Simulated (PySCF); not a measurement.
A structure optimised at PBE0-D3(BJ)/def2-TZVPD, used in a PySCF frequency run:

```xyz
4

C      0.0000     0.0000     0.5986
C      0.0000     0.0000    -0.5986
H      0.0000     0.0000     1.6635
H      0.0000     0.0000    -1.6635
```

Question: Write its SMILES, formula and point group.

Answer: C#C, C2H2, D∞h

Question: What are its rotational constants (standard atomic weights)?

Answer: 35.623 GHz (linear rotor, B only)
